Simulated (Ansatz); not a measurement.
**Si₂H₂+ (doublet): from Hartree-Fock to the top rungs, def2-QZVPP**

The task here is to estimate one member of a computed series from the others.

Method: def2-QZVPP, core rule «outside noble gas», up to 10 orbitals frozen; program: Ansatz 0.2.0, Gaussian basis.

The runs, in order: UHF; ROHF; CCSD(T) on UHF.

2 further runs of the same task are left out: 2 set aside as unsound or not needed.

## What is computed

The geometry is a PBE0/def2-TZVP stationary point (not a proven minimum) of the parent state, kept for this charge and spin.

4 atoms, charge 1, spin multiplicity 2.

Atoms are counted from 1 here; the program's logs count them from 0.

Bond lengths: Si1–Si2 2.273 Å, Si1–H3 1.514 Å, Si2–H4 1.514 Å. Angles: Si2–Si1–H3 104.6°, Si1–Si2–H4 104.6°.

The first run:

The input, in.yaml:

```yaml
crystal:
  periodic: [false, false, false]
  atoms:
    - {symbol: Si, position_ang: [0.000000, -0.135595, 1.128508]}
    - {symbol: Si, position_ang: [0.000000, 0.135595, -1.128508]}
    - {symbol: H, position_ang: [0.000000, 1.273421, 1.682307]}
    - {symbol: H, position_ang: [0.000000, -1.273421, -1.682307]}
basis:
  gaussian: {orbitals: "def2-QZVPP.json"}
total_charge: 1
magnetization: {spin_polarized: true, initial_magnetization: 1}
hamiltonian: {xc: hf}
output: {orbitals: {seedname: orbitals}}
```

Run with:

```bash
> ansatz run in.yaml --threads 1 --pin off --events-out ev --progress --plain --max-ram 3968MiB --backend cpu
```

Steps of the session up to this table: UHF; ROHF; CCSD(T) on UHF.

One of the session's tables, all rows but one given; the rest of the session is left out.

It belongs to the step «Misses and costs». 

| method | from UCCSD(T) (meV) |
| --- | --- |
| ROHF | +6813.0 |
| UHF | ? |
| UMP2 | +1568.3 |
| UCCSD | +371.1 |
| UCCSD(T) | 0 |

Estimate the missing values for UHF.

The run gave: from UCCSD(T) (meV): +6119.7. In the column «from UCCSD(T) (meV)» it lies between UMP2 (+1568.3) and ROHF (+6813.0).

Limits of these values: The determinant is far from a pure spin state, so its energy mixes those of several spin states (harmless only where they are near-degenerate, as at dissociation).
